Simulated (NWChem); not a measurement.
## CS in NWChem

```xyz
2

C      0.0000     0.0000     1.1192
S      0.0000     0.0000    -0.4197
```
Charge 0, spin multiplicity 1.

Everything below was run with NWChem. The geometry was optimised at B3LYP/def2-SVP, a minimum by its harmonic frequencies.

Symmetry labels belong to the abelian group C2v used in the runs, with the axes of the coordinates shown; states degenerate in a higher group split over its labels.

The structure started from a generated list of species.

Task: List the lowest 3 singlet excitations that CIS/aug-cc-pVDZ gives, with oscillator strengths.

Result: 
| state | symmetry | energy (eV) | wavelength (nm) | f |
|---|---|---|---|---|
| 1 | b2 | 5.19 | 239 | 0.009 |
| 2 | b1 | 5.19 | 239 | 0.009 |
| 3 | a2 | 5.24 | 237 | 0.000 |
